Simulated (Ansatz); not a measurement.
The input, for Ansatz 0.2.0:

```yaml
crystal:
  periodic: [false, false, false]
  atoms:
    - {symbol: Si, position_ang: [0.000000, -0.112883, 0.042287]}
    - {symbol: H, position_ang: [0.000000, 2.190982, -2.310595]}
    - {symbol: H, position_ang: [0.000000, 0.954421, 1.132299]}
basis:
  gaussian: {orbitals: cc-pVDZ}
magnetization: {spin_polarized: false}
correlation: {method: ccsdtq, electrons: outside_noble_gas}
```

```sh
$ ansatz run in.yaml --threads 1 --pin off --events-out ev --progress --plain --max-ram 2393MiB
```

The program prints:

```
486 factors; integrals over basis functions are off by at most 2.0e-7 eV
mean field evaluation 1: about -7885.4944 eV, gradient 1.4e1 eV
mean field evaluation 2: about -7885.4950 eV, gradient 1.4e1 eV
mean field evaluation 4: about -7887.2944 eV, gradient 1.4e0 eV
mean field evaluation 8: about -7887.3143 eV, gradient 2.1e-3 eV
mean field evaluation 16: about -7881.4212 eV, gradient 1.5e1 eV
mean field evaluation 32: about -7881.8241 eV, gradient 1.6e-4 eV
mean field evaluation 64: about -7884.3282 eV, gradient 9.3e-1 eV
mean field evaluation 96: about -7885.2412 eV, gradient 6.6e0 eV
mean field evaluation 128: about -7885.2618 eV, gradient 7.1e0 eV
mean field evaluation 160: about -7885.2582 eV, gradient 7.3e0 eV
mean field -7887.31427190 eV, -289.8534532787 hartree, gradient 3.4e-6 eV, S^2 0.000000; 4 other end points of the search recorded, 0 dependent functions left out; unrestricted orbitals would lower it
determinant -7887.31427190 eV, -289.8534532787 hartree, with singles and doubles -7891.82841475 eV, -290.0193449685 hartree
determinant -7881.82413943 eV, -289.6516946318 hartree, with singles and doubles -7887.28221551 eV, -289.8522752280 hartree
...
cycle  13  -4.76080518 eV  change    5.7e-4 eV  update   2.1e-4
cycle  14  -4.76200971 eV  change   -1.2e-3 eV  update   2.4e-4
cycle  15  -4.76189508 eV  change    1.1e-4 eV  update   5.3e-5
cycle  16  -4.76188874 eV  change    6.3e-6 eV  update   2.3e-5
cycle  17  -4.76188385 eV  change    4.9e-6 eV  update   1.1e-5
cycle  18  -4.76189031 eV  change   -6.5e-6 eV  update   5.3e-6
cycle  19  -4.76189041 eV  change   -9.7e-8 eV  update   2.5e-6
cycle  20  -4.76188899 eV  change    1.4e-6 eV  update   8.2e-7
cycle  21  -4.76188855 eV  change    4.4e-7 eV  update   3.9e-7
cycle  22  -4.76188859 eV  change   -3.5e-8 eV  update   1.7e-7
WARN: these amplitudes may be one of several solutions (largest doubles amplitude 0.63, level shift 2.33 eV)
Total energy: -7892.07616048 eV, -290.0284494564 hartree
```

For the same geometry and basis full CI lies 0.1 meV higher.

Ran on 1 thread of Arm Neoverse V1, shared host: 8.5 s wall, 0.18 GiB peak host memory.
